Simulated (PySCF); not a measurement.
Isomers of C4H12N2, mass 88.100 u with the commonest isotopes. Theory: PySCF, PBE0-D3(BJ)/def2-SVP geometry optimisation, gas phase. One conformer each, none proved a minimum here; rigid rotors.

Question: Order these by out-of-plane moment Σ m c² = (Ia + Ib − Ic)/2, largest first.
A. `[CH3:1][C@H:2]([NH2:3])[CH2:4][CH2:5][NH2:6]` with C1–C2–N3–H -62° and 54°, C1–C2–C4–C5 -64°, C2–C4–C5–N6 180°, C4–C5–N6–H 180° and 63° (1,3-butanediamine)
B. `[CH3:1][CH2:2][NH:3][CH2:4][CH2:5][NH2:6]` with C1–C2–N3–C4 179°, C2–N3–C4–C5 81°, N3–C4–C5–N6 55°, C4–C5–N6–H 67° and -46°
C. `[CH3:1][NH:2][CH2:3][CH2:4][CH2:5][NH2:6]` with C1–N2–C3–C4 71°, N2–C3–C4–C5 67°, C3–C4–C5–N6 -64°, C4–C5–N6–H 177° and -65° (N-methyl-1,3-propanediamine)
D. `[CH3:1][NH:2][C@@H:3]([CH3:4])[CH2:5][NH2:6]` with C1–N2–C3–C4 73°, N2–C3–C5–N6 60°, C3–C5–N6–H -50° and -167°
E. `[CH3:1][NH:2][CH2:3][CH2:4][NH:5][CH3:6]` with C1–N2–C3–C4 179°, N2–C3–C4–N5 66°, C3–C4–N5–C6 -74°
F. `[CH3:1][CH2:2][NH:3][N:4]([CH3:5])[CH3:6]` with C1–C2–N3–N4 -179°, C2–N3–N4–C5 -84°

Answer: C (24.84 u·Å²), B (23.43 u·Å²), F (14.38 u·Å²), E (13.94 u·Å²), D (13.17 u·Å²), A (12.56 u·Å²).

Question: Order these by dipole moment, largest first.
A. `[CH3:1][C@H:2]([NH2:3])[CH2:4][CH2:5][NH2:6]` with C1–C2–N3–H -62° and 54°, C1–C2–C4–C5 -64°, C2–C4–C5–N6 180°, C4–C5–N6–H 180° and 63°
B. `[CH3:1][NH:2][CH2:3][CH2:4][NH:5][CH3:6]` with C1–N2–C3–C4 179°, N2–C3–C4–N5 66°, C3–C4–N5–C6 -74°
C. `[CH3:1][CH2:2][NH:3][CH2:4][CH2:5][NH2:6]` with C1–C2–N3–C4 179°, C2–N3–C4–C5 81°, N3–C4–C5–N6 55°, C4–C5–N6–H 67° and -46° (N-ethylethylenediamine)
D. `[CH3:1][NH:2][CH2:3][CH2:4][CH2:5][NH2:6]` with C1–N2–C3–C4 71°, N2–C3–C4–C5 67°, C3–C4–C5–N6 -64°, C4–C5–N6–H 177° and -65°
E. `[CH3:1][NH:2][C@@H:3]([CH3:4])[CH2:5][NH2:6]` with C1–N2–C3–C4 73°, N2–C3–C5–N6 60°, C3–C5–N6–H -50° and -167°

Answer: D (2.63 D), C (2.25 D), E (1.72 D), B (1.33 D), A (1.17 D).

Question: Order these by rotational constant B, largest first.
A. `[CH3:1][NH:2][CH2:3][CH2:4][NH:5][CH3:6]` with C1–N2–C3–C4 179°, N2–C3–C4–N5 66°, C3–C4–N5–C6 -74°
B. `[CH3:1][NH:2][C@@H:3]([CH3:4])[CH2:5][NH2:6]` with C1–N2–C3–C4 73°, N2–C3–C5–N6 60°, C3–C5–N6–H -50° and -167°
C. `[CH3:1][NH:2][CH2:3][CH2:4][CH2:5][NH2:6]` with C1–N2–C3–C4 71°, N2–C3–C4–C5 67°, C3–C4–C5–N6 -64°, C4–C5–N6–H 177° and -65° (N-methyl-1,3-propanediamine)
D. `[CH3:1][CH2:2][NH:3][CH2:4][CH2:5][NH2:6]` with C1–C2–N3–C4 179°, C2–N3–C4–C5 81°, N3–C4–C5–N6 55°, C4–C5–N6–H 67° and -46°

Answer: B (2620 MHz), C (2341 MHz), A (1934 MHz), D (1730 MHz).

```tsv
SMILES	point group	Ia (u·Å²)	Ib (u·Å²)	Ic (u·Å²)	κ	μa (D)	μb (D)	μc (D)
CNCCCN	C1	96.84	215.92	263.07	-0.75	2.20	0.51	1.34
CCNCCN	C1	72.49	292.10	317.73	-0.95	1.26	1.58	1.01
CNCCNC	C1	79.54	261.36	313.01	-0.87	1.32	0.13	0.13
C[C@H](N)CCN	C1	72.45	288.84	336.17	-0.91	0.17	0.93	0.68
CN[C@@H](C)CN	C1	111.95	192.87	278.47	-0.40	0.81	0.51	1.42
CCNN(C)C	C1	68.84	265.54	305.62	-0.91	0.14	0.87	0.68
```
